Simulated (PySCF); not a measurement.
C4H3F2 (doublet state).
Numbering: `[CH:1]#[C:2][C:3]([F:4])[CH2:5][F:6]` (hydrogens: H7 on C1; H8, H9 on C5)

Structure used (GFN2-xTB), in Å, numbered top down from 1:
```xyz
9
C4H3F2 angstrom
C      2.2855    0.4177   -0.3016
C      1.1762   -0.0763   -0.3634
C     -0.0718   -0.6205   -0.4193
F     -0.2074   -1.9649   -0.4597
C     -1.3489    0.1425   -0.4516
F     -1.3705    1.1269    0.5105
H      3.2379    0.8531   -0.2450
H     -2.1888   -0.5318   -0.2526
H     -1.4985    0.6593   -1.4113
```

The hyperfine couplings belong to this conformer and change with its torsions.

Method: PySCF 2.14.0, UKS B3LYP, pcH-1 on C F H, non-relativistic, mean-field spin-orbit, GIAO. Isolated species at its GFN2-xTB geometry (one conformer only). Couplings are sensitive to structure, and on GFN2-xTB geometries they can be far from those on DFT ones. Stability of the SCF solution: not tested.

Task: The isotropic 13C couplings are +74.8, -66.5, +42.5, -24.9 MHz. Assign them to C1; C2; C3; C5.

Result: 
```json
{"site": "C1", "a_iso (MHz)": "+42.5", "ρ(0) (bohr⁻³)": "+0.0378", "position": "a main spin site", "distance from C3 (Å)": "2.58", "spin population": "+0.52", "largest |T| (MHz)": "73.6"}
{"site": "C2", "a_iso (MHz)": "-66.5", "ρ(0) (bohr⁻³)": "-0.0591", "position": "1 bond from C1", "distance from C3 (Å)": "1.36", "spin population": "-0.24", "largest |T| (MHz)": "22.2"}
{"site": "C3", "a_iso (MHz)": "+74.8", "ρ(0) (bohr⁻³)": "+0.0665", "position": "largest spin population", "distance from C3 (Å)": "0.00", "spin population": "+0.68", "largest |T| (MHz)": "131.2"}
{"site": "C5", "a_iso (MHz)": "-24.9", "ρ(0) (bohr⁻³)": "-0.0221", "position": "1 bond from C3", "distance from C3 (Å)": "1.49", "spin population": "-0.04", "largest |T| (MHz)": "2.2"}
```

Task: Match the computed a_iso(19F) values +125.6, +114.9 MHz with the sites F4; F6.

Result: 
```tsv
site	a_iso (MHz)	ρ(0) (bohr⁻³)	position	distance from C3 (Å)	bound to	spin population there	largest |T| (MHz)
F4	+114.9	+0.0273	1 bond from C3	1.35	C3	+0.68	409.8
F6	+125.6	+0.0298	2 bonds from C3	2.37	C5	-0.04	84.5
```

Task: The isotropic 1H couplings, averaged over equivalent nuclei, are +42.0, -39.7 MHz. Assign them to H7; H8/H9.

Result: 
| site | a_iso (MHz) | ρ(0) (bohr⁻³) | position | distance from C3 (Å) | bound to | spin population there | largest \|T\| (MHz) |
| --- | --- | --- | --- | --- | --- | --- | --- |
| H7 | -39.7 | -0.0089 | 1 bond from C1 | 3.63 | C1 | +0.52 | 20.1 |
| H8/H9 | +42.0 | +0.0094 | 2 bonds from C3 | 2.14 | C5 | -0.04 | 7.0 |

ρ(0) is the spin density at the nucleus and T the dipolar tensor; entries for several nuclei are means. The Mulliken spin populations are largest on C3 (+0.68), C1 (+0.52) and C2 (-0.24). The angles at C3 add up to 360.0°, so it is planar. Main spin sites, with 60 % or more of the largest population: C1, C3; positions count bonds from the nearest.

The spin density at the nucleus, in bohr⁻³, is negative for C2 (-0.0591), C5 (-0.0221) and H7 (-0.0089), for instance. A restricted open-shell determinant has no negative spin density anywhere; here it arises because α and β orbitals differ (spin polarisation).

Means are taken over nuclei equivalent by connectivity, which assumes that they swap fast. The 1H value of +42.0 MHz is a mean of couplings from 12.6 to 71.3 MHz in this one geometry, not an average over conformers.
